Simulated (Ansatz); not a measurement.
Geometry optimisation, RKS revPBE/def2-SVP in Ansatz.

input.yaml

```yaml
crystal:
  periodic: [false, false, false]
  atoms:
    - { symbol: B, position_ang: [0.217582, -1.360182, -0.031526] }
    - { symbol: Si, position_ang: [1.111456, 0.320597, -0.558299] }
    - { symbol: H, position_ang: [-0.382982, -2.020583, -0.860853] }
    - { symbol: H, position_ang: [0.35122, -1.842576, 1.078786] }
    - { symbol: H, position_ang: [-1.339229, 1.324414, 0.102906] }
    - { symbol: S, position_ang: [-2.289475, 0.486888, 0.609734] }
    - { symbol: H, position_ang: [0.372274, 1.092043, -1.627126] }
    - { symbol: H, position_ang: [1.399577, 1.279663, 0.57116] }
    - { symbol: H, position_ang: [2.450648, -0.029611, -1.169843] }
    - { symbol: H, position_ang: [-1.89117, 0.749448, 1.885162] }
basis:
  gaussian: { orbitals: def2-SVP }
hamiltonian:
  xc: revpbe
relax:
  f_tol: 0.03
  max_steps: 50
output:
  orbitals: {}
```

Run as:

```bash
$ ansatz run input.yaml --threads 2 --pin off --max-ram 3072MiB --backend cpu --events-out ev --progress --plain --runs-dir out
```

Question: Where does it end, and by what steps?

Answer: The forces met the threshold. After 9 steps the energy has fallen by 0.679 eV; H5 moved furthest, 0.91 Å. Joined: B1–S6.

| step | energy less start (eV) | largest force component (eV/Å) | accepted |
| --- | --- | --- | --- |
| 0 | 0.0000 | 0.635 | yes |
| 1 | -0.1309 | 0.764 | yes |
| 2 | -0.2506 | 0.979 | yes |
| 3 | -0.4598 | 0.904 | yes |
| 4 | -0.5063 | 1.056 | yes |
| 5 | -0.6217 | 0.108 | yes |
| 6 | -0.6425 | 0.165 | yes |
| 7 | -0.6717 | 0.078 | yes |
| 8 | -0.6772 | 0.093 | yes |
| 9 | -0.6790 | 0.013 | yes |

```xyz
10
Properties=species:S:1:pos:R:3
B -0.174 -1.000 0.062
Si 1.195 0.382 -0.518
H -0.667 -1.667 -0.843
H 0.140 -1.685 1.032
H -2.092 0.871 -0.137
S -1.814 -0.107 0.781
H 0.664 1.306 -1.600
H 1.605 1.311 0.612
H 2.469 -0.224 -1.058
H -1.326 0.813 1.670
```

Time of the run: 12 s on 2 threads of Arm Neoverse V2 (shared host), peak memory 0.12 GiB.
